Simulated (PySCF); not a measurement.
Coordinates in bohr (charge 0 multiplicity 1):
```
C     0.0000    0.0000   -1.1329
O     0.0000    0.0000    1.1327
H    -1.7738    0.0000   -2.2435
H     1.7738    0.0000   -2.2435
```

Level of theory: PySCF, B3LYP, basis C def2-TZVP, O def2-TZVP, H def2-TZVP (no relativity, density fitting).

This geometry of H2CO is a stationary point at this level.

(1) What is the point group?

(2) Is it a minimum?

(3) Which band is strongest in the infrared?

(4) What are the dipole moment and the gap between the highest occupied and lowest empty levels?

(5) What is the atomisation energy, with and without zero-point energy?

Results:

(1) C2v.

(2) Yes: all harmonic wavenumbers are real.

(3) 2938 cm⁻¹ (b2), 134 km/mol.

(4) 2.33 D and 6.02 eV.

(5) 1560 kJ/mol without, 1490 kJ/mol with.

Other isomers or separated fragments may lie lower.
